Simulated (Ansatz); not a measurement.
CNP, triplet in cc-pVDZ: errors against UCCSDT(Q)

Geometry: that of the CNP, singlet, kept fixed.

```xyz
3

C     0.0000    0.0000   -1.3389
N     0.0000    0.0000   -0.1433
P     0.0000    0.0000    1.4822
```

Basis cc-pVDZ; Ansatz 0.2.0. Correlated methods freeze the noble-gas cores, which leaves 14 electrons in 39 orbitals. R marks a restricted (for open shells ROHF) determinant, U an unrestricted one. Active spaces: valence = (14e, 12o) chosen from the atoms' valence shells.

Full CI isn't at hand for all of this; UCCSDT(Q) serves as the reference, and is uncertain by the last step of the cluster series or more. The frozen core follows each run's orbitals, which can shift R against U totals by a few meV.

For open shells CISD is restricted-active-space CI with the open shells as a complete middle space.

The UHF ⟨S²⟩ is 2.089, the T1 diagnostic (RCCSD) is 0.0278 and the largest doubles amplitude (RCCSD) is 0.061. The T1 diagnostic (UCCSD) is 0.0248.

**Question.** From what is known of these methods and the diagnostics, rank them by the size of their error in total energy against UCCSDT(Q) in cc-pVDZ, smallest first (an estimate: the text doesn't fix the numbers).
A. UCCSDT
B. NEVPT4(SD) (valence space)
C. RCCSDT(Q)
D. RMP2
E. CISD

**Answer.** C (0.4 kJ/mol), A (3.7 kJ/mol), B (14.6 kJ/mol), D (110.9 kJ/mol), E (147.5 kJ/mol).

All errors are against UCCSDT(Q) in cc-pVDZ. Within each family the higher level lies nearer, as is usual though not guaranteed.

Natural occupations of CASSCF (valence space) about the gap: 1.989 1.981 1.975 1.950 1.950 1.000 1.000 0.057 0.057 0.026; effectively unpaired electrons, Σ n²(2−n)², 2.05.
